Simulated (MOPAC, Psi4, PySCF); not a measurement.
Interaction energy of C6H6 ··· C6H6 (SMILES c1ccccc1 and c1ccccc1). Monomers: optimised at B3LYP-D3(BJ) (def2-TZVP), held rigid. Orientation: lowest of the rigid-body minima from ten starts at GFN2-xTB. R is the distance of the centres of mass, along which the second monomer moves.

- RHF/3-21G = restricted Hartree-Fock/3-21G, no counterpoise correction in PySCF
- RKS-B3LYP/LANL2DZ = PySCF with restricted B3LYP/LANL2DZ, no counterpoise correction
- AM1, restricted, heats of formation (MOPAC)
- SAPT0/jun-cc-pVDZ, frozen core (Psi4)

Interaction energies in kJ/mol; the last columns give the difference from SAPT0:

```
R / Å  RHF/3-21G  RKS-B3LYP/LANL2DZ    AM1  SAPT0/jun-cc-pVDZ  RHF/3-21G − SAPT0/jun-cc-pVDZ  RKS-B3LYP/LANL2DZ − SAPT0/jun-cc-pVDZ  AM1 − SAPT0/jun-cc-pVDZ
-----  ---------  -----------------  -----  -----------------  -----------------------------  -------------------------------------  -----------------------
2.88      125.35             130.23  72.14              67.46                          57.89                                  62.77                     4.68
3.11       67.00              67.41  45.50              20.05                          46.95                                  47.36                    25.45
3.33       36.91              36.19  28.79              -0.41                          37.32                                  36.60                    29.21
3.49       23.72              23.52  20.17              -6.96                          30.67                                  30.48                    27.13
3.67       14.39              15.11  13.24              -9.79                          24.18                                  24.90                    23.03
3.89        8.17               9.61   7.82              -9.96                          18.13                                  19.57                    17.78
4.16        4.93               6.38   4.15              -8.32                          13.25                                  14.71                    12.47
4.51        3.60               4.47   1.96              -5.79                           9.38                                  10.26                     7.75
4.96        2.82               3.13   0.92              -3.31                           6.14                                   6.44                     4.23
5.73        1.74               1.70   0.42              -1.14                           2.88                                   2.84                     1.56
6.68        0.95               0.83   0.24              -0.25                           1.20                                   1.08                     0.49
8.01        0.44               0.37   0.12               0.02                           0.42                                   0.35                     0.10
```

RHF/3-21G is furthest from SAPT0/jun-cc-pVDZ at 2.88 (57.89 kJ/mol, above); its mean absolute difference over the points is 20.70 kJ/mol.

RKS-B3LYP/LANL2DZ is furthest from SAPT0/jun-cc-pVDZ at 2.88 (62.77 kJ/mol, above); its mean absolute difference over the points is 21.44 kJ/mol.

AM1 is furthest from SAPT0/jun-cc-pVDZ at 3.33 (29.21 kJ/mol, above); its mean absolute difference over the points is 12.82 kJ/mol.
